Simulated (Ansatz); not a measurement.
**Interaction energy ladder**

The pair of HF (SMILES F, atoms 1–2) and C$_{2}$H$_{6}$ (SMILES CC, atoms 3–10), both closed shells, in one local arrangement (a lower one may exist), relaxed at PBE0-D4/def2-TZVP:

F1  (-0.204, 1.038, -2.513)
H2  (-0.068, 0.362, -1.899)
C3  (-0.086, 0.407, 1.029)
C4  (0.152, -0.747, 0.071)
H5  (-0.274, 1.340, 0.492)
H6  (-0.949, 0.216, 1.670)
H7  (0.779, 0.567, 1.676)
H8  (0.340, -1.684, 0.600)
H9  (1.031, -0.571, -0.560)
H10  (-0.721, -0.928, -0.566)
(Å)

Ansatz 0.2.0; basis: def2-TZVPPD, with def2-QZVPPD for the basis limit; cores frozen in the correlated methods. B3LYP uses VWN-RPA correlation. Extrapolation: Hartree–Fock as exp(−7.88 √X), correlation as X^−2.97. Interaction energies count from these two fragments, frozen as in the pair, with the counterpoise correction; negative means bound.

Task: What is the interaction energy by CCSD(T) at an estimated basis limit (MP2 extrapolated from triple and quadruple zeta, plus CCSD(T) − MP2 in triple zeta)? (To be estimated.)

Result: The calculation gives: -7.8 kJ/mol. Hartree–Fock alone gives 0.3 kJ/mol at the basis limit, so without correlation the pair would not bind at this distance. It counts from the two fragments frozen as in the pair.

The same quantity by other methods in triple zeta, and each one's difference from that estimate:
```
   method  E_int (kJ/mol)  difference
   PBE-D4            -9.4        -1.6
revPBE-D4            -5.8         2.0
  BLYP-D4            -6.1         1.7
r2SCAN-D4            -9.9        -2.1
   B97M-V            -8.3        -0.5
  PBE0-D4            -8.8        -1.0
 B3LYP-D4            -7.1         0.7
 HSE06-D4            -8.7        -1.0
  wB97X-V            -8.2        -0.4
  wB97M-V            -8.2        -0.4
   B2PLYP            -5.4         2.4
       HF             0.3         8.1
      MP2            -6.4         1.4
     CCSD            -5.5         2.3
  CCSD(T)            -6.7         1.1
```
Differences are method less estimate.

Basis-set superposition shift (counterpoise-corrected less uncorrected): CCSD(T) 1.9; MP2 1.8; HF 0.2; PBE0-D4 0.2; wB97M-V 0.2 kJ/mol.

No T1 diagnostic of these runs exceeds 0.011.

For scale, one of the runs: CCSD(T)/def2-TZVPPD, 233 basis functions, launched by `ansatz run in.yaml --threads 4 --pin off --events-out ev --progress --plain --max-ram 9574MiB`. Time: 44 s of wall clock on 4 CPU threads of an Arm Neoverse V2; the host was shared. Peak host memory: 4.3 GiB.
